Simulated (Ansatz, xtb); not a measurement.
# Two isomers of C2H3S+

Structure a is `CC#[S+]`, a singlet and structure b is `C=C=[SH+]`, a singlet. Both are isolated ions in the gas phase, relaxed with BLYP-D3(BJ)/def2-SVP.

a (Å):

```csv
atom,x (Å),y (Å),z (Å)
C,-0.3404,-1.3493,0.9858
C,-0.0411,-0.8285,-0.3093
S,-0.6578,-1.9016,2.3595
H,0.7662,-1.4337,-0.7861
H,0.3013,0.2302,-0.2244
H,-0.9510,-0.8650,-0.9542
```

b (Å):

```xyz
6

C     0.3732    0.6113    0.8420
C     0.3270   -0.4803    0.1362
S     0.1618   -1.9047   -0.6111
H     1.1607    0.7626    1.6094
H     0.9502   -1.6388   -1.7184
H    -0.3637    1.4261    0.6837
```

Problem. Estimate which is lower in electronic energy at CCSD(T)/def2-TZVPP, and by roughly how much.

Solution. The CCSD(T)/def2-TZVPP calculation puts structure a lower, by 27.1 kcal/mol.

Level by level:

| level | geometry | E(b) − E(a) (kcal/mol) | departure from the last row (kcal/mol) | job, with rough time for the two |
| --- | --- | --- | --- | --- |
| GFN2-xTB | GFN2-xTB | +21.6 | −5.6 | optimisation, 0.39 s |
| HF/STO-3G | GFN2-xTB | +32.0 | +4.9 | single point, 0.5 s |
| r2SCAN-D4/def2-SVP | GFN2-xTB | +26.1 | −1.0 | single point, 4.2 s |
| BLYP-D3(BJ)/def2-SVP | BLYP-D3(BJ)/def2-SVP | +24.4 | −2.7 | optimisation, 23 s |
| HF/def2-TZVPP | BLYP-D3(BJ)/def2-SVP | +20.9 | −6.2 | part of the CCSD(T) run |
| MP2/def2-TZVPP | BLYP-D3(BJ)/def2-SVP | +33.7 | +6.6 | part of the CCSD(T) run |
| CCSD(T)/def2-TZVPP | BLYP-D3(BJ)/def2-SVP | +27.1 |  | single point, 66 s |

As drawn, b has 1 C=C, 1 C=S, 1 S–H in place of 1 C–C, 1 C≡S, 1 C–H.

The levels shown agree on the order. The largest departure from CCSD(T)/def2-TZVPP is that of MP2/def2-TZVPP, 6.6 kcal/mol.

With harmonic frequencies from BLYP-D3(BJ)/def2-SVP (ideal gas, rigid rotor, one conformer each, 298.15 K, 1 atm): on the last row, ΔE + ΔZPE = +25.1, ΔH = +25.2, ΔG = +24.3 kcal/mol.

The T1 diagnostic of structure b is large, so the coupled-cluster value is less sure. The correlated steps freeze 7 core orbitals. Programs: Ansatz 0.2.0, xtb 6.7.1; the last row on 1 thread of Intel(R) Xeon(R) Processor @ 2.50GHz (Skylake/Cascade Lake) on a shared host.
